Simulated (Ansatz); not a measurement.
**AlBO, AlBS: bond dissociation energies**

Ansatz 0.2.0, functionals in def2-QZVPP, HF, MP2 and coupled cluster extrapolated from def2-TZVPP and def2-QZVPP (exp(−7.88 √X), X^−2.97); geometries are PBE0/def2-TZVP minima. Wave-function levels freeze the cores; HF, MP2 and coupled cluster are restricted for singlets and unrestricted otherwise, atoms included (their steps beyond CCSDT(Q) come from restricted open-shell runs), Kohn–Sham unrestricted where that lies lower. The best estimate adds to that CCSD(T) limit the step from CCSD(T) to the highest level run in a smaller set (CCSDTQ/cc-pVDZ, full CI/cc-pVDZ). It lacks core correlation, which semilocal and hybrid functionals hold and which counts in their errors here, (a few kJ/mol in atomization energies of light atoms) is good to about 1 kcal/mol where the step is under 0.06 eV, as here, and is no measured value. An error is the level's value less this estimate. Energies are electronic, without zero-point terms. No spin–orbit coupling and no scalar relativity. B2PLYP's MP2 part freezes the cores and isn't at its limit in this set. CCSD(T)'s error is that step with its sign reversed, by construction, and steps from double-zeta sets run high. The species are chosen: bound, without strong static correlation by their natural occupations or amplitudes, in their lowest spin state as far as vertical gaps and like structures tell, and with a ladder that closes on the reference, so errors are smaller than for species at large; levels whose determinant breaks symmetry or spin markedly are left out.

| species | bonds (Å) | quantity | symmetry of the states | reference | value (kJ/mol) | error MP2 | error CCSD(T) | error PBE | error r2SCAN | error B2PLYP |
| --- | --- | --- | --- | --- | --- | --- | --- | --- | --- | --- |
| AlBO, singlet | B–Al 2.246, B–O 1.207, angle at B 180° | B–Al bond energy, to BO (doublet) + Al | Σ⁺ / Σ⁺ | limit + step to CCSDTQ and full CI/cc-pVDZ | 341.0 | 2.2 | 0.6 | -10.0 | -27.6 | -6.9 |
| AlBS, singlet | B–Al 2.231, B–S 1.617, angle at B 180° | B–Al bond energy, to BS (doublet) + Al | Σ⁺ / Σ⁺ | limit + step to CCSDTQ and full CI/cc-pVDZ | 327.3 | 9.3 | 1.0 | -11.6 | -29.0 | -8.0 |

The reference falls from O to S, by 13.7 kJ/mol in all.
